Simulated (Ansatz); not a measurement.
# The cluster Na2Te: the relaxed shape and its frontier levels

Aim: characterise the cluster Na2Te as a singlet: its structure, frontier levels and distribution of charge.

Program: Ansatz 0.2.0, Gaussian basis. Level of theory: RKS PBE0-D4/def2-TZVP. These are calculated values, not measurements.

Levels to be run: relaxation at r2SCAN-D4/def2-TZVP; a single point at PBE0-D4/def2-TZVP; harmonic vibrations at r2SCAN-D4/def2-TZVP.

3 further runs of the same task are left out: 3 set aside as unsound or not needed.

## Step 1: Starting geometry

3 atoms, charge 0, spin multiplicity 1.

Atoms are counted from 1 here; the program's logs count them from 0.

Bond lengths: Na1–Te3 2.905 Å, Na2–Te3 2.908 Å. Angles: Na1–Te3–Na2 64.6°.

Coordinates:

```
Na    1.6240   -0.5147   -0.4192
Na   -0.3707    1.2666    1.1585
Te   -1.2532   -0.7518   -0.7393
```

Te takes a core potential in the def2 sets. No spin-orbit coupling is included.

The start is a GFN2-xTB geometry.

## Step 2: Relaxation at r2SCAN-D4/def2-TZVP

The input, in.yaml:

```yaml
crystal:
  periodic: [false, false, false]
  atoms:
    - {symbol: Na, position_ang: [1.623950, -0.514740, -0.419210]}
    - {symbol: Na, position_ang: [-0.370730, 1.266570, 1.158530]}
    - {symbol: Te, position_ang: [-1.253220, -0.751830, -0.739320]}
basis:
  gaussian: {orbitals: def2-TZVP}
hamiltonian: {xc: r2scan, dispersion: d4}
scf: {lower_state_search: "off"}
output: {orbitals: {seedname: orbitals}}
relax: {f_tol: 0.02, max_steps: 100}
```

On the command line:

```sh
$ ansatz run in.yaml --threads 4 --pin off --events-out ev --progress --plain --max-ram 3916MiB
```

After this run come: Single point, PBE0-D4/def2-TZVP; Harmonic vibrations.

Q: Predict the results of all the runs planned. Wanted: point group; commonest bond; HOMO, LUMO at PBE0-D4/def2-TZVP; dipole at r2SCAN-D4/def2-TZVP; lowest, highest wavenumber.

As calculated:

| quantity | value |
| --- | --- |
| point group | C2v |
| commonest bond | Na–Te, 2 of mean length 2.747 Å |
| HOMO, LUMO at PBE0-D4/def2-TZVP | -4.01, -1.41 eV |
| dipole at r2SCAN-D4/def2-TZVP | 8.15 D |
| lowest, highest wavenumber | 50, 254 cm⁻¹ |

The molecule keeps its bonding pattern by the stored test; the atoms moved 0.62 Å (rms), and the angle Na1–Te3–Na2 went from 65° to 104°. All wavenumbers are real: a minimum at this level. The HOMO lies nearest to Te3 88 % and the LUMO to Na1, Na2 about 43 % each; Te3 13 %. Whether this spin is the lowest isn't tested here.
